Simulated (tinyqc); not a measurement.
The integration grid: Kohn-Sham TPSS on finer and finer grids in the sto-3g basis, for NH, spin multiplicity 3. Computed by the program tinyqc with PySCF. Self-consistent on each grid; the net force on the molecule should vanish.

Geometry (angstrom):
```
atom       x       y       z
N     0.0000  0.0000  0.0000
H     0.0000  0.0000  1.3910
```

Kohn-Sham energy on Becke grids (radial x angular points per atom):
```
grid       points  residual of the electron count  E (hartree)  E - finest (mhartree)  largest net force without grid terms (hartree/bohr)
10 x 14       275                       -3.06e-02   -54.452226              37.812139                                             4.45e-02
15 x 26       772                       -5.55e-04   -54.495722              -5.683106                                             2.75e-02
20 x 50      1990                       -4.58e-04   -54.489784               0.254905                                             4.23e-03
30 x 86      5143                       -2.45e-04   -54.490083              -0.044383                                             5.01e-04
50 x 194    19372                        5.08e-07   -54.490038               0.000425                                             4.43e-06
75 x 302    45256                       -9.25e-08   -54.490038               0.000313                                             1.61e-06
120 x 590  141439                       -1.83e-09   -54.490039               0.000000                                             2.12e-07
```

What does the comparison show, and why?

The energy is within 0.1 mhartree of the finest grid first at 30 x 86. The error has both signs, since quadrature is not variational. The electron count and the net force are cheap signs of a poor grid.
